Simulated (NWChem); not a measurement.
Molecule: SiH4; SMILES [SiH4]

```xyz
5

Si     0.0000     0.0000     0.0000
H     -0.8618     0.8618     0.8618
H      0.8618    -0.8618     0.8618
H      0.8618     0.8618    -0.8618
H     -0.8618    -0.8618    -0.8618
```
Atoms are numbered in this order, from 1.

Level: PBE0/def2-SVP (NWChem), optimised geometry, unscaled harmonic frequencies. 

Question: List the harmonic frequencies with IR intensities, and the thermochemistry.

Answer: 
```tsv
frequency (cm⁻¹)	IR intensity (km/mol)
903	127.4
903	127.4
903	127.4
969	0.0
969	0.0
2241	0.0
2252	107.7
2252	107.7
2252	107.7
```

The zero-point energy is 19.5 kcal/mol. The thermal correction to the enthalpy at 298.15 K (with zero-point energy) comes out as 22.0 kcal/mol, the heat capacity Cv is 8.3 cal/(mol K) and the entropy at 298.15 K and 1 atm (symmetry number 12) is 48.9 cal/(mol K). The dipole moment is 0.00 D.

Rigid rotor and harmonic oscillator.
